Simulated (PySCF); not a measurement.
# AlHCl2 (SMILES [H][Al]([Cl])[Cl]): a chain of runs

We compute a saddle-point search (B97-3/ccECP-cc-pVDZ), then a single-point energy, then the energy (CCSD(T)/aug-cc-pVDZ), then a single-point energy of AlHCl2. 

The results are computed with PySCF 2.14.0.

2 further runs of the same task are left out: 2 for a faulty analytic Hessian.

## 1. The system as given

AlHCl2: 4 atoms, total charge 0, spin state singlet. As SMILES, `[H][Al]([Cl])[Cl]`. The run starts from this shape.

Bond lengths: Al1–Cl2 2.022 Å, Al1–Cl3 2.023 Å. Angles: Cl2–Al1–Cl3 124.1°.

## 2. A saddle-point search at B97-3/ccECP-cc-pVDZ (core potential) (run 1)

The input, calc.py:

```python
# AlCl2H
from pyscf import gto, dft
from pyscf.geomopt.geometric_solver import kernel as optimise

mol = gto.M(
    atom='Al -0.047750 -0.080660 -0.000420; Cl 1.971850 -0.182600 0.014280; Cl -1.095680 1.649890 -0.015830; H 0.885350 -1.649947 0.015516',
    verbose=3,
    ecp={'Al': 'ccecp', 'Cl': 'ccecp', 'H': 'ccecp'},
    spin=0,
    max_memory=1860,
    basis='ccecp-cc-pvdz',
)

mf = dft.RKS(mol)
mf.xc = 'b97-3'
converged, mol_eq = optimise(mf, maxsteps=60, transition=True, hessian=True)
print('converged:', converged)
print(mol_eq.tostring())

mf.reset(mol_eq)
mol = mol_eq
mf.kernel()
e_final = mf.e_tot
print('E(%s) = %.9f' % ('B97-3', e_final))
```

Command:

```sh
$ OMP_NUM_THREADS=1 python calc.py
```

The program printed:

```text
converged SCF energy = -32.5291626751061

[... 43 lines left out ...]
WARN: Mole.unit (angstrom) is changed to Bohr
[... 18 lines left out ...]
Note: Free energy does not include contribution from imaginary mode(s)
[... 7 lines left out ...]
Ground State Electronic Energy    : E0                        =   -32.52916268 au (    -20412.3578 kcal/mol)
[... 34 lines left out ...]
converged SCF energy = -32.5330058363936
[... 59 lines left out ...]
converged SCF energy = -32.5394313887075
[... 59 lines left out ...]
converged SCF energy = -32.5436284234097
[... 59 lines left out ...]
converged SCF energy = -32.5496972813264
[... 59 lines left out ...]
converged SCF energy = -32.550686545772
[... 60 lines left out ...]
converged SCF energy = -32.5507132827602
[... 60 lines left out ...]
converged SCF energy = -32.5507122548717
[... 32 lines left out ...]
Converged! =D
[... 1 line left out ...]
converged: True
Al         -0.36222371       -0.31992963        0.00103325
Cl          2.17772244       -0.39910088        0.01384374
Cl         -1.13539834        1.70818831       -0.01040858
H           0.87815073       -1.48438606        0.01189566
converged SCF energy = -32.5507121942704
E(B97-3) = -32.550712194
```

Run time: 4.1 min. Hardware: 1 thread of Arm Neoverse V2, shared host; peak memory 0.65 GiB.

The path in brief:

| step | energy from the first frame kept (eV) | largest force (eV/Å) |
| --- | --- | --- |
| 0 | 0.0000 | 5.8688 |
| 1 | -0.0478 | 5.7548 |
| 2 | -0.1046 | 5.5878 |
| 3 | -0.1676 | 5.3255 |
| 4 | -0.2329 | 4.8513 |
| 5 | -0.2794 | 4.2387 |
| 6 | -0.3151 | 3.5714 |
| 7 | -0.3489 | 2.9435 |
| 8 | -0.3936 | 2.2701 |
| 9 | -0.4574 | 1.5698 |
| 10 | -0.5219 | 1.0101 |
| 11 | -0.5588 | 0.6357 |
| 12 | -0.5811 | 0.2853 |
| 13 | -0.5846 | 0.0949 |
| 14 | -0.5857 | 0.1990 |
| 15 | -0.5863 | 0.0421 |
| 16 | -0.5864 | 0.1035 |
| 17 | -0.5864 | 0.0327 |
| 18 | -0.5864 | 0.0063 |
| 19 | -0.5864 | 0.0158 |
| 20 | -0.5864 | 0.0084 |
| 21 | -0.5864 | 0.0105 |

After the run. Bond lengths: Al1–Cl2 2.541 Å, Al1–Cl3 2.171 Å, Al1–H4 1.701 Å. Angles: Cl2–Al1–Cl3 112.7°, Cl2–Al1–H4 41.4°, Cl3–Al1–H4 154.1°.

## 3. A single-point energy at B97-3/ccECP-cc-pVDZ (core potential) (run 4)

The input, calc.py:

```python
from pyscf import gto, dft

system = gto.Mole()
system.atom = 'Al -0.047750 -0.080660 -0.000420; Cl 1.971850 -0.182600 0.014280; Cl -1.095680 1.649890 -0.015830; H -0.828410 -1.386630 0.001980'
system.charge = 0
system.basis = 'ccecp-cc-pvdz'
system.verbose = 3
system.ecp = 'ccecp'
system.max_memory = 1860
system.build()

mf = dft.RKS(system, xc='b97-3')
mf.kernel()

energy = mf.e_tot
print(f'total energy: {energy:.8f} hartree')
```

Command:

```sh
$ OMP_NUM_THREADS=1 python calc.py
```

The program printed:

```text
converged SCF energy = -32.6377212624466
total energy: -32.63772126 hartree
```

It took 2.6 s on 1 thread of Arm Neoverse V2, shared host; peak memory 0.23 GiB.

## 4. A single-point energy at CCSD(T)/aug-cc-pVDZ (sfX2C) (run 5)

The input, calc.py:

```python
from pyscf import gto, cc

mol = gto.M(
    atom='Al -0.362224 -0.319930 0.001033; Cl 2.177722 -0.399101 0.013844; Cl -1.135398 1.708188 -0.010409; H 0.878151 -1.484386 0.011896',
    basis='aug-cc-pvdz',
    spin=0,
    verbose=3,
    max_memory=1860,
)

mf = mol.RHF()
mf = mf.sfx2c1e()
mf.kernel()

mycc = cc.CCSD(mf, frozen=15)
mycc.kernel()
e_t = mycc.ccsd_t()
e_tot = mycc.e_tot + e_t
print('Final energy', e_tot)
```

Command:

```sh
$ OMP_NUM_THREADS=1 python calc.py
```

The program printed:

```text
converged SCF energy = -1164.40237900402
E(CCSD) = -1164.809793709143  E_corr = -0.4074147051275664
CCSD(T) correction = -0.0153914116829205
Final energy -1164.8251851208256
```

It took 16 s on 1 thread of Arm Neoverse V2, shared host; peak memory 0.38 GiB.

## 5. The energy at CCSD(T)/aug-cc-pVDZ (sfX2C) (run 6)

The input, run.py:

```python
# AlCl2H
from pyscf import gto, cc

mol = gto.M(
    atom='Al -0.047750 -0.080660 -0.000420; Cl 1.971850 -0.182600 0.014280; Cl -1.095680 1.649890 -0.015830; H -0.828410 -1.386630 0.001980',
    symmetry=True,
    basis='aug-cc-pvdz',
    verbose=3,
    max_memory=1860,
)

mf = mol.RHF()
mf = mf.sfx2c1e()
mf.kernel()

mycc = cc.CCSD(mf, frozen=15)
mycc.kernel()
e_t = mycc.ccsd_t()
e_tot = mycc.e_tot + e_t
print('E = %.10f Eh' % e_tot)
```

Command:

```sh
$ OMP_NUM_THREADS=1 python run.py
```

The program printed:

```text
converged SCF energy = -1164.52993710851
E(CCSD) = -1164.913186088128  E_corr = -0.3832489796189033
CCSD(T) correction = -0.00986136016605096
E = -1164.9230474483 Eh
```

It took 15 s on 1 thread of Arm Neoverse V2, shared host; peak memory 0.38 GiB.

## 6. What came out

| quantity | value |
| --- | --- |
| run 1, B97-3/ccECP-cc-pVDZ: total energy at the end | -32.55071 Eh |
| run 1, B97-3/ccECP-cc-pVDZ: dipole moment | 2.16 D |
| run 1, B97-3/ccECP-cc-pVDZ: HOMO energy | -7.12 eV |
| run 1, B97-3/ccECP-cc-pVDZ: LUMO energy | -2.46 eV |
| run 1, B97-3/ccECP-cc-pVDZ: HOMO–LUMO gap | 4.66 eV |
| run 4, B97-3/ccECP-cc-pVDZ: total energy | -32.63772 Eh |
| run 4, B97-3/ccECP-cc-pVDZ: dipole moment | 0.64 D |
| run 4, B97-3/ccECP-cc-pVDZ: HOMO energy | -9.44 eV |
| run 4, B97-3/ccECP-cc-pVDZ: LUMO energy | -1.24 eV |
| run 4, B97-3/ccECP-cc-pVDZ: HOMO–LUMO gap | 8.19 eV |
| run 5, CCSD(T)/aug-cc-pVDZ: total energy | -1164.82519 Eh |
| run 5, CCSD(T)/aug-cc-pVDZ: dipole moment (Hartree–Fock density) | 2.64 D |
| run 5, CCSD(T)/aug-cc-pVDZ: HOMO energy (Hartree–Fock orbitals) | -9.02 eV |
| run 5, CCSD(T)/aug-cc-pVDZ: LUMO energy (Hartree–Fock orbitals) | 0.02 eV |
| run 5, CCSD(T)/aug-cc-pVDZ: HOMO–LUMO gap (Hartree–Fock orbitals) | 9.05 eV |
| run 5, CCSD(T)/aug-cc-pVDZ: correlation energy (15 core orbitals frozen) | -422.8 mEh |
| run 5, CCSD(T)/aug-cc-pVDZ: (T) correction | -15.39 mEh |
| run 5, CCSD(T)/aug-cc-pVDZ: T1 diagnostic | 0.016 |
| run 6, CCSD(T)/aug-cc-pVDZ: total energy | -1164.92305 Eh |
| run 6, CCSD(T)/aug-cc-pVDZ: dipole moment (Hartree–Fock density) | 0.68 D |
| run 6, CCSD(T)/aug-cc-pVDZ: HOMO energy (Hartree–Fock orbitals) | -12.44 eV |
| run 6, CCSD(T)/aug-cc-pVDZ: LUMO energy (Hartree–Fock orbitals) | 0.73 eV |
| run 6, CCSD(T)/aug-cc-pVDZ: HOMO–LUMO gap (Hartree–Fock orbitals) | 13.17 eV |
| run 6, CCSD(T)/aug-cc-pVDZ: correlation energy (15 core orbitals frozen) | -393.1 mEh |
| run 6, CCSD(T)/aug-cc-pVDZ: (T) correction | -9.86 mEh |
| run 6, CCSD(T)/aug-cc-pVDZ: T1 diagnostic | 0.009 |

In words: Mulliken charges (run 1, B97-3/ccECP-cc-pVDZ) run from -0.33 on Cl2 to +0.37 on Al1; they depend strongly on the basis. Mulliken charges (run 4, B97-3/ccECP-cc-pVDZ) run from -0.31 on Cl3 to +0.63 on Al1; they depend strongly on the basis. Mulliken charges (run 5, CCSD(T)/aug-cc-pVDZ) of the mean-field density run from -0.51 on Cl2 to +0.68 on Al1; in a basis this large or diffuse they mean little. The triples (run 5, CCSD(T)/aug-cc-pVDZ) make up 3.6 % of the correlation energy. Mulliken charges (run 6, CCSD(T)/aug-cc-pVDZ) of the mean-field density run from -0.42 on Cl3 to +0.84 on Al1; in a basis this large or diffuse they mean little. The triples (run 6, CCSD(T)/aug-cc-pVDZ) make up 2.5 % of the correlation energy.
